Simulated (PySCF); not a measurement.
isobutene (C4H8), SMILES C=C(C)C. Heavy atoms are numbered as in [CH3:1][C:2]([CH3:3])=[CH2:4]. Hydrogens are named by the atom that carries them.

Geometry optimised at B3LYP-D3(BJ)/def2-SVP.

Calculation: CAM-B3LYP/def2-TZVP in PySCF.

Atomic charges (e), one atom of each kind:

```json
[
 {"atom": "C1 (CH3)", "Mulliken": "-0.35", "IAO": "[?]", "Löwdin": "-0.27"},
 {"atom": "C2", "Mulliken": "0.06", "IAO": "[?]", "Löwdin": "-0.26"},
 {"atom": "C4 (CH2)", "Mulliken": "-0.30", "IAO": "-0.35", "Löwdin": "-0.21"},
 {"atom": "H on C1", "Mulliken": "0.12", "IAO": "0.14", "Löwdin": "0.13"},
 {"atom": "H on C4", "Mulliken": "0.11", "IAO": "[?]", "Löwdin": "0.12"}
]
```

Problem. Fill in the missing entries. (An estimate is asked for; the answer gives what the named calculation found.)

Solution. 
- C1 (CH3), IAO: -0.41
- C2, IAO: 0.05
- H on C4, IAO: 0.14

Problem. Give the Mayer and Wiberg (Löwdin basis) orders of the bonds. (An estimate is asked for; the answer gives what the named calculation found.)

Solution. 
```csv
bond,Mayer,Wiberg
C1–C2,0.95,1.23
C2–C3,0.95,1.23
C2–C4,1.89,2.06
```
